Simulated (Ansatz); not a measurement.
Mulliken charges of `N#COCN` from PBE/def2-TZVPP in Ansatz (PBE0-D4/def2-TZVP geometry).

| atom | x (Å) | y (Å) | z (Å) | charge (e) |
| --- | --- | --- | --- | --- |
| N1 | -2.520 | -0.886 | 1.437 | -0.050 |
| C2 | -1.764 | -0.288 | 0.797 | -0.067 |
| O3 | -0.934 | 0.377 | 0.090 | -0.173 |
| C4 | 0.439 | -0.245 | -0.002 | 0.002 |
| N5 | 1.282 | 0.527 | -0.781 | -0.300 |
| H6 | 0.282 | -1.234 | -0.432 | 0.126 |
| H7 | 0.793 | -0.321 | 1.026 | 0.126 |
| H8 | 1.492 | 1.436 | -0.399 | 0.168 |
| H9 | 1.018 | 0.588 | -1.753 | 0.168 |

Question: By hand: the dipole of these point charges (1 e Å = 4.8032 D).

Answer: Σ q r = (0.579, -0.016, -0.193) e Å, of length 0.611 e Å = 2.93 D.

Question: How does the dipole of the full density compare? (Estimate.)

Answer: The calculation gave: (0.862, 0.368, -0.533) e Å, 5.18 D; the point charges give 0.57 times that, at 25° from its direction.

Point charges leave out the atoms' own dipoles, such as those of lone pairs, and Mulliken's split depends on the basis, so the two needn't agree.
